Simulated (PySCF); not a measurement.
PySCF input (TPSS/def2-TZVPD):

```python
from pyscf import gto, scf, dft

mol = gto.M(
    atom='''
    O    -0.02442974    0.65299425    0.02901803
    O     0.02442974   -0.65299425   -0.02901803
    H     0.92959641    0.94278890   -0.02174973
    H    -0.92959641   -0.94278890    0.02174973
    ''',
    basis='def2-tzvpd',
    charge=1,
    spin=1,
    verbose=4,
)

mf = dft.UKS(mol, xc='tpss').density_fit(auxbasis='def2-universal-jkfit')
mf.grids.level = 3
mf.conv_tol = 1e-9
mf.max_cycle = 100
mf.max_memory = 1500
mf.kernel()
if not mf.converged:
    mf = mf.newton()
    mf.kernel(mf.make_rdm1())
for _ in range(2):
    mo, _, stable, _ = mf.stability(return_status=True)
    if stable:
        break
    mf.kernel(mf.make_rdm1(mo, mf.mo_occ))
mf.analyze()
```

Output:

```
PySCF version 2.14.0

[INPUT] verbose = 4
[INPUT] num. atoms = 4
[INPUT] num. electrons = 17
[INPUT] charge = 1
[INPUT] spin (= nelec alpha-beta = 2S) = 1
[INPUT] symmetry False subgroup None
[INPUT] Mole.unit = angstrom
[INPUT] Symbol           X                Y                Z      unit          X                Y                Z       unit  Magmom
[INPUT]  1 O     -0.024429740000   0.652994250000   0.029018030000 AA   -0.046165517894   1.233980293416   0.054836129374 Bohr   0.0
[INPUT]  2 O      0.024429740000  -0.652994250000  -0.029018030000 AA    0.046165517894  -1.233980293416  -0.054836129374 Bohr   0.0
[INPUT]  3 H      0.929596410000   0.942788900000  -0.021749730000 AA    1.756682621279   1.781612814280  -0.041101032983 Bohr   0.0
[INPUT]  4 H     -0.929596410000  -0.942788900000   0.021749730000 AA   -1.756682621279  -1.781612814280   0.041101032983 Bohr   0.0

nuclear repulsion = 39.1842342586495
number of shells = 38
number of NR pGTOs = 132
number of NR cGTOs = 98
basis = def2-tzvpd
ecp = {}

******** <class 'pyscf.df.df_jk.DFUKS'> ********
method = DFUKS
initial guess = minao
damping factor = 0
level_shift factor = 0
DIIS = <class 'pyscf.scf.diis.CDIIS'>
diis_start_cycle = 1
diis_space = 8
diis_damp = 0
SCF conv_tol = 1e-09
SCF conv_tol_grad = None
SCF max_cycles = 100
direct_scf = False
number electrons alpha = 9  beta = 8
XC library pyscf.dft.libxc version 7.1.2
    S. Lehtola, C. Steigemann, M. J. T. Oliveira, and M. A. L. Marques,  SoftwareX 7, 1–5 (2018)
XC functionals = tpss
    J. Tao, J. P. Perdew, V. N. Staroverov, and G. E. Scuseria,  Phys. Rev. Lett. 91, 146401 (2003)
    J. P. Perdew, J. Tao, V. N. Staroverov, and G. E. Scuseria,  J. Chem. Phys. 120, 6898 (2004)
    J. Tao, J. P. Perdew, V. N. Staroverov, and G. E. Scuseria,  Phys. Rev. Lett. 91, 146401 (2003)
    J. P. Perdew, J. Tao, V. N. Staroverov, and G. E. Scuseria,  J. Chem. Phys. 120, 6898 (2004)
radial grids:
    Treutler-Ahlrichs [JCP 102, 346 (1995); DOI:10.1063/1.469408] (M4) radial grids

becke partition: Becke, JCP 88, 2547 (1988); DOI:10.1063/1.454033
pruning grids: <function nwchem_prune>
grids dens level: 3
symmetrized grids: False
atomic radii adjust function: <function treutler_atomic_radii_adjust>
small_rho_cutoff = 0
Set gradient conv threshold to 3.16228e-05
tot grids = 47784
init E= -151.855219285374
  alpha nocc = 9  HOMO = -0.294793216289094  LUMO = -0.0315687367953338
  beta  nocc = 8  HOMO = -0.401204607109449  LUMO = -0.294793216289087

WARN: HOMO -0.294793216289094 >= LUMO -0.294793216289087

[...]
  beta  nocc = 8  HOMO = -0.669877279895012  LUMO = -0.530409605428012
  HOMO = -0.619626259705  LUMO = -0.530409605428  gap/eV = 2.42771
Extra cycle  E= -151.260312129304  delta_E= 3.69e-13  |g|= 2.06e-06  |ddm|= 2.16e-06
converged SCF energy = -151.260312129304  <S^2> = 0.75282371  2S+1 = 2.0028217
uhf_internal: lowest eigs of H = [0.22959008 0.44169718 0.56359901]
<class 'pyscf.df.df_jk.DFUKS'> wavefunction is stable in the internal stability analysis
**** SCF Summaries ****
Total Energy =                        -151.260312129303685
Nuclear Repulsion Energy =              39.184234258649504
One-electron Energy =                 -278.975511417470500
Two-electron Energy =                   88.530965029517318
Two-electron Coulomb Energy =          106.058987828482643
DFT Exchange-Correlation Energy =      -17.528022798965317
HOMO-LUMO gap [eV] =                     2.427708818952333
**** MO energy ****
                             alpha | beta                alpha | beta
MO #1   energy= -19.3787760511243  | -19.3635251139658  occ= 1 | 1
MO #2   energy= -19.3787729220998  | -19.3635178914421  occ= 1 | 1
MO #3   energy= -1.52345186415341  | -1.49862093014794  occ= 1 | 1
MO #4   energy= -1.21714461087426  | -1.18666573081639  occ= 1 | 1
MO #5   energy= -0.895174939360757 | -0.884742148468056 occ= 1 | 1
MO #6   energy= -0.857762435245342 | -0.846147304619331 occ= 1 | 1
MO #7   energy= -0.811808332565562 | -0.73878359581667  occ= 1 | 1
MO #8   energy= -0.681476504527701 | -0.669877279895012 occ= 1 | 1
MO #9   energy= -0.619626259705306 | -0.530409605428012 occ= 1 | 0
MO #10  energy= -0.311895283171431 | -0.29201111084384  occ= 0 | 0
MO #11  energy= -0.262789627399474 | -0.256938760133744 occ= 0 | 0
MO #12  energy= -0.223156069096659 | -0.217514459354548 occ= 0 | 0
MO #13  energy= -0.127568205967974 | -0.119922522875532 occ= 0 | 0
MO #14  energy= -0.111988981640484 | -0.109450726121485 occ= 0 | 0
MO #15  energy= -0.0984706089065757 | -0.0943309613484133 occ= 0 | 0
MO #16  energy= -0.0801298188830201 | -0.0786459385665712 occ= 0 | 0
MO #17  energy= -0.0607166698087166 | -0.0537455448707427 occ= 0 | 0
MO #18  energy= -0.0431857168692718 | -0.0404690720758925 occ= 0 | 0
MO #19  energy= -0.0410030102134386 | -0.0387207261978419 occ= 0 | 0
MO #20  energy= -0.036623705029723 | -0.0330918341528398 occ= 0 | 0
MO #21  energy= 0.0306323468575563 | 0.0336906684062521 occ= 0 | 0
MO #22  energy= 0.0456084534668729 | 0.0462582820914111 occ= 0 | 0
MO #23  energy= 0.059079591484523  | 0.0625185202753355 occ= 0 | 0
MO #24  energy= 0.0682805593320743 | 0.071294698281223  occ= 0 | 0
MO #25  energy= 0.088543480986866  | 0.0904294869026911 occ= 0 | 0
MO #26  energy= 0.100700892733448  | 0.101546114610641  occ= 0 | 0
MO #27  energy= 0.191536919228345  | 0.193954144505574  occ= 0 | 0
MO #28  energy= 0.19303866226036   | 0.197590770275589  occ= 0 | 0
MO #29  energy= 0.193687460959952  | 0.201734747178939  occ= 0 | 0
MO #30  energy= 0.20925063995086   | 0.217430527454957  occ= 0 | 0
MO #31  energy= 0.223545193845925  | 0.230555340322904  occ= 0 | 0
MO #32  energy= 0.24501234590376   | 0.253062179984828  occ= 0 | 0
MO #33  energy= 0.250206560970002  | 0.255626486482045  occ= 0 | 0
MO #34  energy= 0.257323136088114  | 0.267977107912329  occ= 0 | 0
MO #35  energy= 0.30393782414722   | 0.30543286968123   occ= 0 | 0
MO #36  energy= 0.311040560678979  | 0.312383763248693  occ= 0 | 0
MO #37  energy= 0.356745599321805  | 0.373864307687647  occ= 0 | 0
MO #38  energy= 0.421976598924403  | 0.425097026158605  occ= 0 | 0
MO #39  energy= 0.424686512709742  | 0.428969540318782  occ= 0 | 0
MO #40  energy= 0.5221514059645    | 0.527044517321727  occ= 0 | 0
MO #41  energy= 0.586771579565841  | 0.593808252573598  occ= 0 | 0
MO #42  energy= 0.59052208424261   | 0.606544633067828  occ= 0 | 0
MO #43  energy= 0.60214333860066   | 0.609001659599914  occ= 0 | 0
MO #44  energy= 0.61782460615225   | 0.622873760335694  occ= 0 | 0
MO #45  energy= 0.735608799006663  | 0.743632864412206  occ= 0 | 0
MO #46  energy= 0.909492595755324  | 0.925661121930617  occ= 0 | 0
MO #47  energy= 1.04274668310615   | 1.06345787424338   occ= 0 | 0
MO #48  energy= 1.11972259719548   | 1.12521708345916   occ= 0 | 0
MO #49  energy= 1.17479710088856   | 1.19562105825155   occ= 0 | 0
MO #50  energy= 1.20919057894229   | 1.23009819550264   occ= 0 | 0
MO #51  energy= 1.24131394649131   | 1.25881798857247   occ= 0 | 0
MO #52  energy= 1.40681055475678   | 1.43041709691133   occ= 0 | 0
MO #53  energy= 1.43993388137023   | 1.449117479147     occ= 0 | 0
MO #54  energy= 1.50309324294943   | 1.52264523327661   occ= 0 | 0
MO #55  energy= 1.61419583922568   | 1.63003255162602   occ= 0 | 0
MO #56  energy= 1.72614083393907   | 1.75972916646122   occ= 0 | 0
MO #57  energy= 1.77814604439334   | 1.78186578865698   occ= 0 | 0
MO #58  energy= 1.78584375216025   | 1.80875400201717   occ= 0 | 0
MO #59  energy= 1.99176287171703   | 2.00193300951043   occ= 0 | 0
MO #60  energy= 1.99177802029187   | 2.00606352316913   occ= 0 | 0
MO #61  energy= 2.21979938169227   | 2.24479579233255   occ= 0 | 0
MO #62  energy= 2.23063611463244   | 2.24888032394539   occ= 0 | 0
MO #63  energy= 2.23693094645432   | 2.27667143480939   occ= 0 | 0
MO #64  energy= 2.33113173121843   | 2.34048028637143   occ= 0 | 0
MO #65  energy= 2.49771357207322   | 2.50676357405311   occ= 0 | 0
MO #66  energy= 2.56816756752797   | 2.59151187524601   occ= 0 | 0
MO #67  energy= 2.57578038618411   | 2.62574604098849   occ= 0 | 0
MO #68  energy= 2.73460485346959   | 2.75604177735351   occ= 0 | 0
MO #69  energy= 2.76687502531389   | 2.79268028728799   occ= 0 | 0
MO #70  energy= 3.44413234010901   | 3.4708138993162    occ= 0 | 0
MO #71  energy= 3.46618283976185   | 3.49070929617311   occ= 0 | 0
MO #72  energy= 3.92937508040417   | 3.96000964215002   occ= 0 | 0
MO #73  energy= 4.2777648494321    | 4.30700600596992   occ= 0 | 0
MO #74  energy= 4.32774323175714   | 4.35832668489096   occ= 0 | 0
MO #75  energy= 4.42391890544642   | 4.45116697807197   occ= 0 | 0
MO #76  energy= 4.45492438129964   | 4.489653362884     occ= 0 | 0
MO #77  energy= 4.6375129415711    | 4.6667736061225    occ= 0 | 0
MO #78  energy= 4.84076176209989   | 4.88357029854294   occ= 0 | 0
MO #79  energy= 5.00495719792561   | 5.05064969847017   occ= 0 | 0
MO #80  energy= 5.16164660202546   | 5.19751394706913   occ= 0 | 0
MO #81  energy= 5.18759868379803   | 5.22593675431776   occ= 0 | 0
MO #82  energy= 5.54882685727625   | 5.60149256913818   occ= 0 | 0
MO #83  energy= 5.62762668361563   | 5.6651132859735    occ= 0 | 0
MO #84  energy= 5.69976721326515   | 5.74953637429374   occ= 0 | 0
MO #85  energy= 5.80766108780681   | 5.83490217844599   occ= 0 | 0
MO #86  energy= 5.9347185411683    | 5.99317138647586   occ= 0 | 0
MO #87  energy= 5.99522832392704   | 6.05194913280392   occ= 0 | 0
MO #88  energy= 6.0646936609609    | 6.1013923970372    occ= 0 | 0
MO #89  energy= 6.07029228835431   | 6.12407390800562   occ= 0 | 0
MO #90  energy= 6.11110273974116   | 6.16336394164177   occ= 0 | 0
MO #91  energy= 6.27222705078007   | 6.31822120301474   occ= 0 | 0
MO #92  energy= 6.64318243529692   | 6.68099136282131   occ= 0 | 0
MO #93  energy= 6.64831400691838   | 6.69392225635786   occ= 0 | 0
MO #94  energy= 6.86366250550022   | 6.89436396049605   occ= 0 | 0
MO #95  energy= 7.02414569596063   | 7.05701297989785   occ= 0 | 0
MO #96  energy= 8.09639075704946   | 8.12507354811927   occ= 0 | 0
MO #97  energy= 43.1623180969985   | 43.1813230032042   occ= 0 | 0
MO #98  energy= 43.7119006953712   | 43.7307554207248   occ= 0 | 0

To work with the spin densities directly, `use mulliken_meta_spin()` only printing them here.

 ** Mulliken spin pop alpha/beta on meta-lowdin orthogonal AOs **
 ** Mulliken Spin Density (per AO)  **
spin_pop of  0 O 1s       -0.00000
[...]
```
